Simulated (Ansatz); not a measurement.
`CCC(C)O` + HCl → `CC(O)Cl` + `CC`  (substitution at a C–C bond)

Isolated molecules relaxed with PBE0-D4/def2-TZVP in Ansatz; ΔE leaves out vibrations. CCSD(T)/CBS is the MP2 limit (def2-TZVPP, def2-QZVPP) plus CCSD(T) − MP2 in def2-TZVPP, frozen cores. This one scheme is used for every species. DFT in def2-TZVPP. One conformer a species, not always the lowest.

(1) Is it downhill or uphill in electronic energy at CCSD(T)/CBS, and by how much? (Best estimate.)

(2) What do these levels give: BLYP-D4, r2SCANh-D4, PBE, MP2/def2-SVP, MP2/def2-TZVPP, CCSD/def2-TZVPP? (An estimate is asked.)

(3) What do rigid-rotor, harmonic-oscillator terms from PBE0-D4/def2-TZVP frequencies (298.15 K, 1 bar) make of the CCSD(T)/CBS value? (Estimate.)

Largest T1 diagnostic among the species: 0.010.

## Answers

(1) Ansatz gave: Uphill: ΔE = +2.8 kcal/mol.

(2) Computed: BLYP-D4 -0.9, r2SCANh-D4 0.5, PBE -1.3, MP2/def2-SVP 3.9, MP2/def2-TZVPP 3.0, CCSD/def2-TZVPP 3.4 kcal/mol.

(3) Computed: ΔZPE = +1.7 kcal/mol, ΔH = +4.0 kcal/mol, ΔS = 9 J/(mol·K), ΔG = +3.4 kcal/mol.

Leaving LDA and LC-ωPBE aside and taking each functional with its dispersion term where it has one, the values, not all of them listed here, spread over 2.8 kcal/mol, from BLYP-D4 to PBE-QIDH. LDA lies +3.0 kcal/mol from PBE without D4. In def2-TZVPP, CCSD(T) changes the Hartree–Fock value by +2.7 kcal/mol (the triples alone add −0.3 kcal/mol) and MP2 by +2.5 kcal/mol. From BLYP to BHLYP (50 % exact exchange), in def2-TZVPP and without D4, ΔE moves by +3.1 kcal/mol.
